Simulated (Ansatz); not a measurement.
# Structural energy differences of barium

Level of theory: DFT, BLYP, plane waves (420 eV) with PAW, scalar-relativistic (Ansatz). The PAW files were generated under PBE, with cores re-solved for the functional.

Each structure is relaxed within its own symmetry, so a high-lying one may be dynamically unstable.

```tsv
structure	ΔE (meV/atom)	V (Å³/atom)	cell	magnetic state
bcc	0	66.44	a = 5.103 Å	spin not included
hcp	10	66.85	a = 4.553 Å, c = 7.449 Å (c/a = 1.636)	spin not included
fcc	11	67.18	a = 6.453 Å	spin not included
dhcp	11	67.12	a = 4.563 Å, c = 14.892 Å (c/a = 3.264)	spin not included
A15	44	67.61	a = 8.148 Å	spin not included
omega (AlB2-type)	47	67.16	a = 7.306 Å, c = 4.358 Å (c/a = 0.597)	spin not included
beta-Sn type	179	65.44	a = 7.864 Å, c = 4.233 Å (c/a = 0.538)	spin not included
simple cubic	302	67.50	a = 4.072 Å	spin not included
diamond	770	161.27	a = 10.886 Å	spin not included
```

ΔE counts from bcc.

Differences under about 8 meV lie within the error of the k-point mesh.
